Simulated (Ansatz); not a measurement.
Species: C₂H₆O, SMILES `CCO` (C–C–O–H torsion 58°) (charge 0, multiplicity 1).

Give a relaxed geometry from PBE-D3(BJ)/def2-TZVP (Ansatz, a program for electronic structure).

This is not unique; one that fits is the end point of this relaxation, one of several conformers (outside a Z-matrix the atoms follow the SMILES, hydrogens last).
Cartesian coordinates (Å) in one orientation:
```xyz
9

C     -0.849     0.345     0.336
C      0.367    -0.570     0.356
O      1.482     0.000     1.048
H     -1.146     0.618     1.358
H     -0.637     1.272    -0.220
H     -1.702    -0.148    -0.156
H      0.648    -0.855    -0.676
H      0.138    -1.500     0.898
H      1.700     0.839     0.607
```
